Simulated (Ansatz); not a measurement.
LiH (Fm-3m)

The calculation used DFT r2SCAN, scalar-relativistic, plane waves, PAW in Ansatz 0.2.0.

Plane waves to 500 eV, a k mesh through Γ of 10×10×10 on the computed 2-atom cell and Gaussian smearing (0.02 eV); no spin polarisation.

The structure is relaxed at this level of theory with its symmetry kept.

```cif
data_structure
_symmetry_space_group_name_H-M 'Fm-3m'
_symmetry_Int_Tables_number 225
_cell_length_a 4.0047
_cell_length_b 4.0047
_cell_length_c 4.0047
_cell_angle_alpha 90.000
_cell_angle_beta 90.000
_cell_angle_gamma 90.000
_cell_volume 64.22
loop_
_atom_site_label
_atom_site_type_symbol
_atom_site_symmetry_multiplicity
_atom_site_Wyckoff_symbol
_atom_site_fract_x
_atom_site_fract_y
_atom_site_fract_z
_atom_site_occupancy
Li1 Li 4 a 0.00000 0.00000 0.00000 1
H1 H 4 b 0.50000 0.00000 0.00000 1
```

| Property | Result |
| --- | --- |
| Space group | Fm-3m (No. 225) |
| Volume per atom | 8.03 Å³ |
| Formation energy from the elements' standard states (uncorrected) | -0.469 eV/atom |
| Generalised Kohn–Sham band gap | 3.63 eV, direct at X |
| Löwdin character of the top 1 eV of the valence band | H 1s 94 % |
| Electron masses at the edge by Cartesian direction of the standard setting (m_e; degenerate bands sorted by energy; no spin-orbit coupling) | x: 0.13; y: 0.98; z: 0.98 |
| Hole masses at the edge by Cartesian direction of the standard setting (m_e; degenerate bands sorted by energy; no spin-orbit coupling) | x: 0.17; y: 4.2; z: 4.2 |
| Bulk modulus | 36 GPa |
| Its pressure derivative | 3.3 |
| Electronic dielectric constant xx, yy, zz of the standard setting (independent particles) | 3.8, 3.8, 3.8 |
| Bader charges (e) | Li (1 in the cell) 0.87, H (1 in the cell) -0.87 |